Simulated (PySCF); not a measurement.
Identify the compound

Molecular formula: C₅H₆O. Simulated spectra:

1H NMR (500 MHz, computed): δ 7.10 (dd, J = 18.5, 3.1 Hz, 2H), 6.81 (dd, J = 18.5, 11.8 Hz, 2H), 6.04 (dd, J = 11.8, 3.1 Hz, 2H).

13C{1H} NMR (computed): δ 190.9 (C), 142.7 (CH, 2C), 140.5 (CH2, 2C).

PySCF calculation with GIAO B97-2/pcSseg-2 shieldings, PBE0-D3(BJ)/def2-TZVP structure and J couplings at B3LYP/pcJ-2 (without the spin–dipole term); averaged over atoms made equivalent by symmetry, fast rotation or ring inversion, relativity neglected, gas phase, one computed conformer.

Chemical shifts δ = σref − σ; 1H and 13C vs TMS, all at this level.

What is the structure?

## Answers


1. Rings plus π bonds: 3 (no ring in the answer).
2. 3 carbon signals for 5 carbons: some carbons are equivalent by symmetry or fast rotation.
3. Carbon types of the structure: 1 × C, 2 × CH, 2 × CH2, which accounts for all hydrogens.
4. δC 190.9: ketone carbonyl carbon; low-lying n→π* states of the double bond to the heteroatom give a large paramagnetic term (-255 ppm).
5. δC 142.7: α carbon of a C=C–C=O unit; as expected for a trigonal carbon in a double bond.
6. δC 140.5: β carbon of a C=C–C=O unit; conjugation with the carbonyl draws π density from the β position.
7. δH 7.10, 6.04: hydrogen on a β carbon of a C=C–C=O unit; olefinic region.
8. δH 6.81: hydrogen on an α carbon of a C=C–C=O unit; olefinic region.
9. The protons at 7.10 and 6.81 share a coupling of 18.5 Hz (vicinal, trans across C=C).
10. The protons at 6.04 and 6.81 share a coupling of 11.8 Hz (vicinal, cis across C=C).
11. The protons at 6.04 and 7.10 share a coupling of 3.1 Hz (geminal).

Structure: SMILES C=CC(=O)C=C.

This is the structure that produced the data.

Splittings below 1 Hz are ignored in the labels, and close J values are merged. Shifts are as computed. Against solution values, carbons near 30 ppm lie about +3 ppm off and those near 130 ppm about +7 ppm. Of 1309 compounds with measured shifts, 239 miss one by over three times the rms of a fit or turn the order of signals round; such compounds aren't used in these exercises.
